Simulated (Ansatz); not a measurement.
in.yaml

```yaml
crystal:
  periodic: [false, false, false]
  atoms:
    - {symbol: Br, position_ang: [0.000000, 0.000000, 0.000000]}
    - {symbol: Mg, position_ang: [0.000000, 0.000000, 2.287000]}
basis:
  gaussian: {orbitals: aug-cc-pVDZ}
total_charge: 1
magnetization: {spin_polarized: true, initial_magnetization: 2}
hamiltonian: {xc: hf}
output: {forces: true, orbitals: {seedname: orbitals}}
```

```sh
$ ansatz run in.yaml --threads 1 --pin off --events-out ev --progress --plain --max-ram 2393MiB
```

Log:

```
656 factors; integrals over basis functions are off by at most 9.0e-4 eV
mean field evaluation 1: about -75421.5227 eV, gradient 9.4e0 eV
mean field evaluation 2: about -75421.5240 eV, gradient 9.4e0 eV
mean field evaluation 4: about -75422.2992 eV, gradient 1.1e0 eV
mean field evaluation 8: about -75422.3359 eV, gradient 3.3e-4 eV
mean field evaluation 16: about -75421.9961 eV, gradient 1.1e0 eV
mean field evaluation 32: about -75422.2375 eV, gradient 3.0e0 eV
mean field -75422.33589859 eV, -2771.7197211778 hartree, gradient 1.1e-5 eV, S^2 2.006738; 0 other end points of the search recorded, 0 dependent functions left out
the calculation of the forces begins
reference -75422.33589859 eV, -2771.7197211778 hartree; 24, 22 occupied and 39, 41 virtual orbitals, 656 factors
Total energy: -75422.33589859 eV, -2771.7197211778 hartree
Atom 0 at     0.000000     0.000000     0.000000 Å, force     0.000000     0.000000    -3.716981 eV/Å
Atom 1 at     0.000000     0.000000     2.287000 Å, force    -0.000000    -0.000000     3.716981 eV/Å
Dipole moment:    -0.000000     0.000000     0.635179 e Å
```

Forces (eV/Å):
```
Br   0.000  0.000 -3.717
Mg   0.000  0.000  3.717
```

Ran on 1 thread of Intel Xeon, shared host: 6.5 s wall, 0.13 GiB peak host memory.
